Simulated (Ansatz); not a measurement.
Worked example: HSiC⁺, triplet against HSiC, quartet

Geometry (PBE0/def2-TZVP stationary point of a quartet), kept for both states (HSiC, quartet: A''; HSiC⁺, triplet: A''):

```xyz
3

Si    0.0000   -0.0832    0.5272
C     0.0000    0.0762   -1.3058
H     0.0000    1.4109    0.8685
```

Basis cc-pVDZ; Ansatz 0.2.0. Correlated methods freeze the noble-gas cores. Prefix R: restricted or restricted open-shell reference; prefix U: unrestricted.

Full CI isn't at hand for all of this; UCCSDTQ serves as the reference, and is uncertain by about the last step of the cluster series.

Unrestricted rows (U, and Kohn–Sham where it breaks symmetry) aren't spin-pure: their determinants' ⟨S²⟩ exceeds S(S+1) by up to 0.45, so they mix in states of higher spin. Coupled cluster chose its determinant by trial CCSD, here up to 0.43 eV above the lowest Hartree–Fock solution of its kind, and MP2 stands on that determinant too.

| level | E(HSiC, quartet) (hartree) | E(HSiC⁺, triplet) (hartree) |
| --- | --- | --- |
| UMP2 | -327.330369 | -327.003601 |
| UCCSD(T) | -327.376533 | -327.067838 |
| PBE | -327.742593 | -327.432587 |
| B3LYP | -327.964764 | -327.649094 |
| UCCSDTQ | -327.379008 | -327.073230 |

Question: Give the vertical gap, HSiC⁺ triplet less HSiC quartet, at each level in eV (1 hartree = 27.2114 eV), and each error against UCCSDTQ.

Answer: UCCSDTQ: (-327.073230 − (-327.379008)) × 27.2114 = 8.321 eV (the reference)
B3LYP: (-327.649094 − (-327.964764)) × 27.2114 = 8.590 eV, error 0.269 eV
PBE: (-327.432587 − (-327.742593)) × 27.2114 = 8.436 eV, error 0.115 eV
UCCSD(T): (-327.067838 − (-327.376533)) × 27.2114 = 8.400 eV, error 0.079 eV
UMP2: (-327.003601 − (-327.330369)) × 27.2114 = 8.892 eV, error 0.571 eV

Total energies of functionals can't be set beside those of wave-function methods, since they hold the core's correlation and their own absolute errors; only the differences compare.

In so small a basis the reference is far from its limit while semilocal and hybrid functionals are nearer theirs, so the functionals' errors here hold much of the reference's basis and frozen-core error, which can add to them or hide them.

Each level lands on the state that its own search finds. T1 diagnostics of restricted CCSD: 0.055 and 0.077.
